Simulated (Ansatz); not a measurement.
**H2B–B, triplet in 6-31G: errors against full CI**

Geometry: that of the H2B–B, singlet, kept fixed.

| atom | x (Å) | y (Å) | z (Å) |
| --- | --- | --- | --- |
| B | 0.0000 | 0.0000 | 0.7529 |
| B | 0.0000 | 0.0000 | -1.0096 |
| H | 0.0000 | 1.0240 | 1.3765 |
| H | 0.0000 | -1.0240 | 1.3765 |

Basis 6-31G; Ansatz 0.2.0. Correlated methods freeze the noble-gas cores, which leaves 8 electrons in 20 orbitals. R marks a restricted (for open shells ROHF) determinant, U an unrestricted one. Active spaces: valence = (8e, 10o) chosen from the atoms' valence shells.

Full CI is exact within this basis and frozen core; it isn't the basis-set limit. The frozen core follows each run's orbitals, which can shift R against U totals by a few meV.

For open shells CISD and CISDTQ are restricted-active-space CI with the open shells as a complete middle space.

* UHF ⟨S²⟩: 2.002
* T1 diagnostic (RCCSD): 0.0391
* largest doubles amplitude (RCCSD): 0.088
* T1 diagnostic (UCCSD): 0.0362

```json
{"level": "UHF", "E − E(RHF) (eV)": "-0.0160"}
{"level": "RMP2", "E − E(RHF) (eV)": "-2.0228"}
{"level": "UMP2", "E − E(RHF) (eV)": "-2.0320"}
{"level": "RCCSD", "E − E(RHF) (eV)": "-2.7672"}
{"level": "UCCSD", "E − E(RHF) (eV)": "-2.7688"}
{"level": "RCCSD(T)", "E − E(RHF) (eV)": "-2.8427"}
{"level": "UCCSD(T)", "E − E(RHF) (eV)": "-2.8437"}
```

**Question.** Estimate how far full CI in 6-31G lies from RCCSD(T). The table doesn't fix it; the size of (T) and the diagnostics are the guide.

**Answer.** Full CI in 6-31G lies 1.29 mEh below RCCSD(T), which is 47 % of the (T) step (-2.77 mEh). T1 is raised, and the rest is a large part of (T).

The other levels:

| level | E − E(full CI) (mEh) | share of correlation (%) | wall time |
| --- | --- | --- | --- |
| CISD | 8.62 | 91.85 | 0.6 s |
| BCCD(T) | 1.13 | 98.93 | 0.66 s |
| RCCSDT | 0.15 | 99.85 | – |
| UCCSDT | 0.14 | 99.86 | – |
| CISDTQ | 0.25 | 99.76 | 5 s |
| RCCSDT(Q) | 0.05 | 99.96 | 3.2 s |
| UCCSDT(Q) | 0.03 | 99.97 | 2.9 s |
| RCCSDTQ | 0.01 | 99.99 | 29 s |
| CASSCF (valence space) | 31.73 | 69.99 | – |
| NEVPT2 (valence space) | 8.89 | 91.59 | 3.3 s |
| MRCISD (valence space) | 0.94 | 99.11 | – |
| MRCISD+Q (valence space) | 0.34 | 99.68 | 5.5 s |

The correlation energy at full CI, counted from RHF, is -2.878 eV. That run took 44 s on 1 thread of Arm Neoverse V1, shared host over 5,855,680 determinants.

Times hold each run's SCF and search for its determinant on a shared host, so for small cases they say little of a method's own cost; they ran on 1 thread of Arm Neoverse V1.

The full-CI state has the irrep B1 of C2v, in the program's axes.

Natural occupations of full CI about the gap: 1.971 1.961 1.933 0.996 0.977 0.037 0.035 0.025 0.020 0.018; effectively unpaired electrons, Σ n²(2−n)², 2.04.
